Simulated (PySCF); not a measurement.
Ionisation energy of C by level of theory

C [He] 2s2 2p2 (3P) → C⁺ [He] 2s2 2p1 (2P), as a difference of total energies. All numbers are calculated (PySCF 2.14, no relativity, point nucleus, in cc-pVDZ (3s2p1d, 14 functions)). Correlated levels: valence: 1s2 frozen. The calculations carry no spin-orbit coupling.

```csv
method,ionisation energy (eV)
UHF,10.803
MN15,11.316
M06-L,11.515
MP2 (valence),11.088
SCS-MP2 (valence),10.982
CCSD (valence),10.972
CCSD(T) (valence),10.979
```

Problem. How much does correlation contribute at CCSD(T) (valence)?

Solution. 10.979 − (10.803) = 0.176 eV, measured against UHF.

Errors of the correlated levels include the incompleteness of this basis and the frozen core.

For comparison: 11.262 eV (measured; NIST levels, between the centres of gravity of the two terms).
